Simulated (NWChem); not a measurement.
# One shape, several levels: C2H3O+ (SMILES CC#[O+])

We compute a comparison of 6 runs (PBE/def2-TZVP, SVWN5/def2-TZVP, TPSS/def2-TZVP, r2SCAN/def2-TZVP, revPBE/def2-TZVP, CCSD(T)/def2-TZVP) of C2H3O+. 

Program for the calculation: NWChem 7.3.0.

1 further run of the same task is left out (set aside as unsound or not needed).

### Step 1. The system as given

C2H3O+: 6 atoms, total charge +1, spin state singlet. As SMILES, `CC#[O+]`. The coordinates come from a PBE0-D4/def2-TZVP relaxation.

Bond lengths: C1–C2 1.418 Å, C2–O3 1.111 Å, C1–H4 1.098 Å, C1–H5 1.098 Å, C1–H6 1.098 Å. Angles: C1–C2–O3 180.0°, C2–C1–H4 108.3°, C2–C1–H5 108.3°, C2–C1–H6 108.3°, H4–C1–H5 110.6°, H4–C1–H6 110.6°, H5–C1–H6 110.6°.

### Step 2. Energy and forces at PBE/def2-TZVP (run 1)

geom.nw

```
start geom
title "C2H3O"
memory 2200 mb
charge 1

geometry units angstroms noautosym nocenter noautoz
C     -0.321600     0.308400    -0.192600
C      0.617700    -0.592600     0.370000
O      1.353900    -1.298000     0.810700
H     -0.073700     0.447100    -1.253200
H     -1.324100    -0.126000    -0.083500
H     -0.252100     1.261200     0.348500
end

basis spherical bse
* library def2-TZVP
end

dft
xc xpbe96 cpbe96
grid fine
convergence energy 1e-08
maxiter 100
mulliken
end

task dft gradient
```

Run with:

```sh
$ nwchem geom.nw > geom.out
```

What it wrote:

```text
[...]
          Wavefunction type:  closed shell.
          No. of atoms     :     6
          No. of electrons :    22
[...]
          Charge           :     1
          Spin multiplicity:     1
[...]
          AO basis - number of functions:   111
[...]
              XC Information
              --------------
          PerdewBurkeErnzerhof Exchange Functional  1.000
            Perdew 1991 LDA Correlation Functional  1.000 local
           PerdewBurkeErnz. Correlation Functional  1.000 non-local
[...]
 d= 0,ls=0.0,diis     1   -152.6311084691 -2.17D+02  1.71D-02  1.98D+00     1.7
[...]
 d= 0,ls=0.0,diis    11   -152.8065731346 -3.09D-10  6.13D-08  2.32D-10    15.7
         Total DFT energy =     -152.806573134614
      One electron energy =     -328.110462669826
           Coulomb energy =      130.617148268745
    Exchange-Corr. energy =      -20.021398580613
 Nuclear repulsion energy =       64.708139847081
[...]
      Total Density - Mulliken Population Analysis
     ---------------------------------------------
    Atom       Charge   Shell Charges
 -----------   ------   -------------------------------------------------------
    1 C    6     6.20   0.85  1.12  0.52  0.66  0.07  1.37  1.25  0.33  0.01  0.02  0.00
    2 C    6     5.77   0.86  1.11  0.62  0.58  0.06  1.25  1.00  0.11  0.04  0.11  0.02
    3 O    8     7.79   0.79  1.17  0.64  0.91  0.28  1.86  1.63  0.46  0.01  0.03  0.00
    4 H    1     0.75   0.26  0.43  0.05  0.02
    5 H    1     0.75   0.26  0.43  0.05  0.02
    6 H    1     0.75   0.26  0.43  0.05  0.02
[...]
  wavefunction    = closed shell
                         DFT ENERGY GRADIENTS
    atom               coordinates                        gradient
                 x          y          z           x          y          z
   1 C      -0.607736   0.582791  -0.363961   -0.003114   0.003075  -0.001871
   2 C       1.167284  -1.119852   0.699199    0.024099  -0.023165   0.014451
   3 O       2.558500  -2.452864   1.532001   -0.025462   0.024436  -0.015255
   4 H      -0.139273   0.844896  -2.368205   -0.000573  -0.001085   0.004911
   5 H      -2.502186  -0.238105  -0.157792    0.004849   0.001392  -0.000169
   6 H      -0.476400   2.383322   0.658570    0.000201  -0.004652  -0.002068
[...]
```

Wall time 21 s (1 thread of Intel Xeon 6975P-C (Granite Rapids), shared host); peak memory 0.13 GiB.

### Step 3. Energy and gradient at SVWN5/def2-TZVP (run 2)

geom.nw

```
echo
start geom
title "C2H3O"
memory total 2200 mb
charge 1
geometry units bohr noautosym nocenter noautoz
C  -0.60773592  0.58279154 -0.36396125
C   1.16728383 -1.11985170  0.69919867
O   2.55850020 -2.45286451  1.53200097
H  -0.13927282  0.84489655 -2.36820478
H  -2.50218636 -0.23810549 -0.15779213
H  -0.47639996  2.38332259  0.65856955
end
basis spherical bse
C library def2-TZVP
O library def2-TZVP
H library def2-TZVP
end
dft
xc slater vwn_5
grid fine
convergence energy 1e-08
maxiter 100
mulliken
end
task dft gradient
```

Run with:

```sh
$ nwchem geom.nw > geom.out
```

What it wrote:

```text
[...]
          Wavefunction type:  closed shell.
          No. of atoms     :     6
          No. of electrons :    22
[...]
          Charge           :     1
          Spin multiplicity:     1
[...]
          AO basis - number of functions:   111
[...]
              XC Information
              --------------
                        Slater Exchange Functional  1.000 local
                      VWN V Correlation Functional  1.000 local
[...]
 d= 0,ls=0.0,diis     1   -151.5321632973 -2.16D+02  1.72D-02  3.19D+00     1.6
[...]
 d= 0,ls=0.0,diis    12   -151.7199722773 -9.19D-11  4.03D-08  9.86D-11    12.6
         Total DFT energy =     -151.719972277334
      One electron energy =     -328.026828573386
           Coulomb energy =      130.457227656467
    Exchange-Corr. energy =      -18.858506557652
 Nuclear repulsion energy =       64.708135197238
[...]
      Total Density - Mulliken Population Analysis
     ---------------------------------------------
    Atom       Charge   Shell Charges
 -----------   ------   -------------------------------------------------------
    1 C    6     6.35   0.84  1.13  0.51  0.71  0.13  1.40  1.24  0.36  0.01  0.01  0.00
    2 C    6     5.74   0.84  1.12  0.62  0.55  0.07  1.27  1.01  0.09  0.04  0.12  0.02
    3 O    8     7.75   0.78  1.18  0.64  0.88  0.32  1.88  1.57  0.46  0.01  0.02  0.00
    4 H    1     0.72   0.24  0.42  0.03  0.02
    5 H    1     0.72   0.24  0.42  0.03  0.02
    6 H    1     0.72   0.24  0.42  0.03  0.02
[...]
  wavefunction    = closed shell
                         DFT ENERGY GRADIENTS
    atom               coordinates                        gradient
                 x          y          z           x          y          z
   1 C      -0.607736   0.582792  -0.363961   -0.014361   0.013863  -0.008607
   2 C       1.167284  -1.119852   0.699199    0.022094  -0.021255   0.013254
   3 O       2.558500  -2.452865   1.532001   -0.013735   0.013199  -0.008234
   4 H      -0.139273   0.844897  -2.368205   -0.001054  -0.001405   0.007134
   5 H      -2.502186  -0.238105  -0.157792    0.006965   0.002262  -0.000375
   6 H      -0.476400   2.383323   0.658570    0.000091  -0.006663  -0.003171
[...]
```

It took 17 s on 1 thread of Intel Xeon 6975P-C (Granite Rapids), shared host; peak memory 0.13 GiB.

Run 3 isn't shown in full; the table further down has it.

### Step 4. Energy and forces at r2SCAN/def2-TZVP (run 4)

c2h3o.nw

```
start c2h3o
memory total 2200 mb
charge 1
geometry units au noautosym nocenter noautoz
   C   -0.60773592   0.58279154  -0.36396125
   C    1.16728383  -1.11985170   0.69919867
   O    2.55850020  -2.45286451   1.53200097
   H   -0.13927282   0.84489655  -2.36820478
   H   -2.50218636  -0.23810549  -0.15779213
   H   -0.47639996   2.38332259   0.65856955
end
basis spherical bse
   * library def2-TZVP
end
dft
   xc r2scan
   grid fine
   convergence energy 1e-08
   maxiter 100
   mulliken
end
task dft gradient
```

Run with:

```sh
$ nwchem c2h3o.nw > c2h3o.out
```

What it wrote:

```text
[...]
          Wavefunction type:  closed shell.
          No. of atoms     :     6
          No. of electrons :    22
[...]
          Charge           :     1
          Spin multiplicity:     1
[...]
          AO basis - number of functions:   111
[...]
              XC Information
              --------------
                      r^2SCAN Method XC Functional
               r^2SCAN metaGGA Exchange Functional  1.000
                     r^2SCAN Correlation Potential  1.000
[...]
 d= 0,ls=0.0,diis     1   -152.7385882213 -2.17D+02  1.44D-02  1.80D+00     1.9
[...]
 d= 0,ls=0.0,diis    10   -152.9015833000 -1.90D-09  1.44D-07  2.88D-10    16.2
         Total DFT energy =     -152.901583300044
      One electron energy =     -328.082658955685
           Coulomb energy =      130.598341234994
    Exchange-Corr. energy =      -20.125400776590
 Nuclear repulsion energy =       64.708135197238
[...]
      Total Density - Mulliken Population Analysis
     ---------------------------------------------
    Atom       Charge   Shell Charges
 -----------   ------   -------------------------------------------------------
    1 C    6     6.19   0.85  1.12  0.51  0.68  0.06  1.34  1.29  0.30  0.01  0.02  0.00
    2 C    6     5.71   0.86  1.11  0.61  0.59  0.05  1.21  1.04  0.07  0.04  0.11  0.03
    3 O    8     7.83   0.79  1.17  0.64  0.90  0.31  1.85  1.69  0.44  0.01  0.03  0.00
    4 H    1     0.76   0.25  0.44  0.04  0.02
    5 H    1     0.76   0.25  0.44  0.04  0.02
    6 H    1     0.76   0.25  0.44  0.04  0.02
[...]
  wavefunction    = closed shell
                         DFT ENERGY GRADIENTS
    atom               coordinates                        gradient
                 x          y          z           x          y          z
   1 C      -0.607736   0.582792  -0.363961   -0.001648   0.001671  -0.000994
   2 C       1.167284  -1.119852   0.699199    0.011058  -0.010675   0.006646
   3 O       2.558500  -2.452865   1.532001   -0.009798   0.009428  -0.005878
   4 H      -0.139273   0.844897  -2.368205    0.000111  -0.000123   0.000123
   5 H      -2.502186  -0.238105  -0.157792    0.000157  -0.000112   0.000072
   6 H      -0.476400   2.383323   0.658570    0.000120  -0.000188   0.000031
[...]
```

Wall time 23 s (1 thread of Intel Xeon 6975P-C (Granite Rapids), shared host); peak memory 0.12 GiB.

Run 5 isn't shown in full; the table further down has it.

### Step 5. A single-point energy at CCSD(T)/def2-TZVP (run 6)

m1.xyz

```xyz
6

C     -0.321600     0.308400    -0.192600
C      0.617700    -0.592600     0.370000
O      1.353900    -1.298000     0.810700
H     -0.073700     0.447100    -1.253200
H     -1.324100    -0.126000    -0.083500
H     -0.252100     1.261200     0.348500
```

m1.nw

```
start m1
memory total 2200 mb
charge 1

geometry units angstrom noautosym nocenter noautoz
   load m1.xyz
end

basis "ao basis" spherical bse
   * library def2-TZVP
end

scf
   thresh 1e-08
   maxiter 80
   print medium
end

ccsd
   freeze core 3
   maxiter 60
end

task ccsd(t) energy
```

Run with:

```sh
$ nwchem m1.nw > m1.out
```

What it wrote:

```text
[...]
  functions       =   111
[...]
  wavefunction    = RHF
[...]
         Total SCF energy =   -152.122795785202
      One-electron energy =   -327.642715206409
      Two-electron energy =    110.811779574127
 Nuclear repulsion energy =     64.708139847081
        Time for solution =     14.9s
[...]
 Total MP2 energy:           -152.645363983337802
[...]
             energy      energy      error      ampl     ampl      Block
                                                time     time      time
[...]
 Total CCSD energy:           -152.658284279506603
[...]
 Total CCSD+T(CCSD) energy:           -152.683642582850837
[...]
 Total CCSD(T) energy:                -152.681843942402992
[...]
```

Run time: 2.6 min. Hardware: 1 thread of Intel Xeon 6975P-C (Granite Rapids), shared host; peak memory 0.31 GiB.

### Step 6. All runs side by side

```
run              level      task  integration grid  energy (Eh)  HOMO energy (eV)  LUMO energy (eV)  HOMO–LUMO gap (eV)  wall time
  1      PBE/def2-TZVP  gradient              fine  -152.806573            -17.63             -9.43                8.20       21 s
  2    SVWN5/def2-TZVP  gradient              fine  -151.719972            -17.71             -9.63                8.08       17 s
  3     TPSS/def2-TZVP  gradient              fine  -153.012157            -17.80             -9.28                8.52       23 s
  4   r2SCAN/def2-TZVP  gradient              fine  -152.901583            -18.02             -9.14                8.87       23 s
  5   revPBE/def2-TZVP  gradient              fine  -152.948408            -17.60             -9.36                8.24       23 s
  6  CCSD(T)/def2-TZVP    energy                 –  -152.681844            -22.98             -3.69               19.29    2.6 min
```

### Step 7. Summary of results

```
                                          quantity          value
                               run 6: total energy  -152.68184 Eh
        run 6: HOMO energy (Hartree–Fock orbitals)      -22.98 eV
        run 6: LUMO energy (Hartree–Fock orbitals)       -3.69 eV
      run 6: HOMO–LUMO gap (Hartree–Fock orbitals)       19.29 eV
run 6: correlation energy (3 core orbitals frozen)     -559.0 mEh
                             run 6: (T) correction     -23.56 mEh
```

Over runs 1, 2, 3, 4, 5 the HOMO–LUMO gap runs from 8.08 eV (SVWN5/def2-TZVP) to 8.87 eV (r2SCAN/def2-TZVP). Totals of different functionals can't be ranked against each other. All runs together took 4.4 min, the longest 2.6 min.
